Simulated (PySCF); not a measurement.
# SO (sulfur oxide) at 6 levels

Aim: a comparison of 6 runs (UHF/STO-3G, UB3LYP/6-31G*, UB2PLYP/def2-TZVPPD, UB3LYP/def2-TZVPPD, UM06-L/def2-TZVPPD, UPBE0/def2-TZVPPD) of SO (sulfur oxide). 

The results are computed with PySCF 2.14.0.

1 further run of the same task is left out (set aside as unsound or not needed).

## 1. The system as given

SO: 2 atoms, total charge 0, spin state triplet. SMILES: `O=S`. Geometry: the measured bond length.

Bond lengths: O1–S2 1.481 Å.

## 2. The energy at UHF/STO-3G (run 1)

Input file input.py:

```python
from pyscf import gto, scf

system = gto.M(
    atom='O 0.000000 0.000000 0.000000; S 0.000000 0.000000 1.481087',
    basis='sto-3g',
    spin=2,
    max_memory=1860,
    verbose=3,
)

calc0 = scf.UHF(system)
calc0.conv_tol = 1e-10
calc0.kernel()
if not calc0.converged:
    calc0 = calc0.newton().run(calc0.mo_coeff, calc0.mo_occ)

e_tot = calc0.e_tot
print('E(%s) = %.9f' % ('HF', e_tot))
```

Command:

```sh
$ OMP_NUM_THREADS=1 python input.py
```

Log:

```text
WARN: HOMO -0.127125381680792 >= LUMO -0.127125381680794

converged SCF energy = -466.955664956191  <S^2> = 2.0045029  2S+1 = 3.0030004
E(HF) = -466.955664956
```

It took 1.3 s on 1 thread of Intel Xeon Platinum 8175M at 2.50GHz (Skylake/Cascade Lake), shared host; peak memory 0.099 GiB.

## 3. A single-point energy at UB3LYP/6-31G(d) (spherical functions) (run 2)

Input file job.py:

```python
from pyscf import gto, dft

mol = gto.M(
    atom='''
O      0.000000     0.000000     0.000000
S      0.000000     0.000000     1.481087
''',
    basis='6-31g*',
    charge=0,
    max_memory=1860,
    verbose=4,
    spin=2,
)

ks = dft.UKS(mol, xc='b3lyp')
ks.conv_tol = 1e-10
ks.grids.level = 5
ks.kernel()
if not ks.converged:
    ks = ks.newton().run(ks.mo_coeff, ks.mo_occ)

energy = ks.e_tot
print('E = %.10f Eh' % energy)
```

Command:

```sh
$ OMP_NUM_THREADS=1 python job.py
```

Log:

```text
PySCF version 2.14.0

[INPUT] num. atoms = 2
[INPUT] num. electrons = 24
[INPUT] charge = 0
[INPUT] spin (= nelec alpha-beta = 2S) = 2
[INPUT] symmetry False subgroup None
[INPUT] Mole.unit = angstrom
[INPUT] Symbol           X                Y                Z      unit          X                Y                Z       unit  Magmom
[INPUT]  1 O      0.000000000000   0.000000000000   0.000000000000 AA    0.000000000000   0.000000000000   0.000000000000 Bohr   0.0
[INPUT]  2 S      0.000000000000   0.000000000000   1.481087000000 AA    0.000000000000   0.000000000000   2.798848796654 Bohr   0.0

nuclear repulsion = 45.7330886016554
number of shells = 14
number of NR pGTOs = 78
number of NR cGTOs = 32
basis = 6-31g*
ecp = {}

[... 34 lines left out ...]
WARN: HOMO -0.220075567607308 >= LUMO -0.220075567607309
[... 42 lines left out ...]
converged SCF energy = -473.346889261382  <S^2> = 2.0061515  2S+1 = 3.0040982
E = -473.3468892614 Eh
```

It took 7.8 s on 1 thread of Intel Xeon Platinum 8175M at 2.50GHz (Skylake/Cascade Lake), shared host; peak memory 0.21 GiB.

## 4. A single-point energy at UB2PLYP/def2-TZVPPD (run 3)

Input file input.py:

```python
from pyscf import gto, dft, mp

mol = gto.M(
    atom=[
    ('O', (0.000000, 0.000000, 0.000000)),
    ('S', (0.000000, 0.000000, 1.481087)),
],
    basis='def2-tzvppd',
    verbose=3,
    spin=2,
    max_memory=1860,
)

mf = dft.UKS(mol, xc='0.53*HF + 0.47*B88, 0.73*LYP')
mf.grids.level = 5
mf.conv_tol = 1e-10
mf.kernel()
if not mf.converged:
    mf = mf.newton().run(mf.mo_coeff, mf.mo_occ)

pt = mp.MP2(mf, frozen=6).run()
e_tot = mf.e_tot + 0.27 * pt.e_corr
print('PT2 part  %.8f' % (0.27 * pt.e_corr))
print('E(%s) = %.9f' % ('B2PLYP', e_tot))
```

Command:

```sh
$ OMP_NUM_THREADS=1 python input.py
```

Log:

```text
WARN: HOMO -0.211557763960196 >= LUMO -0.211557763960187

converged SCF energy = -473.117479087202  <S^2> = 2.0240439  2S+1 = 3.0159867
E(UMP2) = -473.588812166354  E_corr = -0.471333079151882
E(SCS-UMP2) = -473.567805523852  E_corr = -0.450326436650352
PT2 part  -0.12725993
E(B2PLYP) = -473.244739019
```

Run time: 19 s. Hardware: 1 thread of Intel Xeon Platinum 8175M at 2.50GHz (Skylake/Cascade Lake), shared host; peak memory 0.42 GiB.

Runs 4 to 5 aren't shown in full; the table further down has their settings and results.

## 5. A single-point energy at UPBE0/def2-TZVPPD (run 6)

Input file run.py:

```python
from pyscf import gto, dft

mol = gto.Mole()
mol.atom = 'O 0.000000 0.000000 0.000000; S 0.000000 0.000000 1.481087'
mol.basis = 'def2-tzvppd'
mol.spin = 2
mol.verbose = 3
mol.charge = 0
mol.max_memory = 1860
mol.build()

myscf = dft.UKS(mol)
myscf.xc = 'pbe0'
myscf.grids.level = 5
myscf.conv_tol = 1e-10
myscf.kernel()
if not myscf.converged:
    myscf = myscf.newton().run(myscf.mo_coeff, myscf.mo_occ)

e_tot = myscf.e_tot
print('E = %.10f Eh' % e_tot)
```

Command:

```sh
$ OMP_NUM_THREADS=1 python run.py
```

Log:

```text
WARN: HOMO -0.221392266644894 >= LUMO -0.221392266644942

converged SCF energy = -473.195311847124  <S^2> = 2.0114869  2S+1 = 3.0076482
E = -473.1953118471 Eh
```

It took 14 s on 1 thread of Intel Xeon Platinum 8175M at 2.50GHz (Skylake/Cascade Lake), shared host; peak memory 0.43 GiB.

## 6. All runs side by side

```tsv
run	level	integration grid	frozen core orbitals	energy (Eh)	dipole moment (D)	HOMO energy (eV)	LUMO energy (eV)	wall time
1	UHF/STO-3G	–	–	-466.955665	0.61	-7.62	6.75	1.3 s
2	UB3LYP/6-31G* (spherical functions)	5	–	-473.346889	1.49	-7.02	-3.27	7.8 s
3	UB2PLYP/def2-TZVPPD	5	6	-473.244739	1.69	-9.10	-1.76	19 s
4	UB3LYP/def2-TZVPPD	5	–	-473.431189	1.52	-7.35	-3.66	14 s
5	UM06-L/def2-TZVPPD	5	–	-473.394130	1.35	-6.23	-4.10	23 s
6	UPBE0/def2-TZVPPD	5	–	-473.195312	1.50	-7.67	-3.27	14 s
```

## 7. Outcome

```
                                 quantity          value
                      run 6: total energy  -473.19531 Eh
                     run 6: dipole moment         1.50 D
run 6: HOMO energy (highest over α and β)       -7.67 eV
 run 6: LUMO energy (lowest over α and β)       -3.27 eV
                              run 6: ⟨S²⟩          2.011
```

**Reading.** The dipole moment (its size) runs from 0.61 D (UHF/STO-3G) to 1.69 D (UB2PLYP/def2-TZVPPD). The two ends differ in method and basis. A double hybrid's value is that of its SCF part. Totals of different functionals can't be ranked against each other. In run 1 the basis is minimal, so the values are rough. All runs together took 78 s, the longest 23 s.
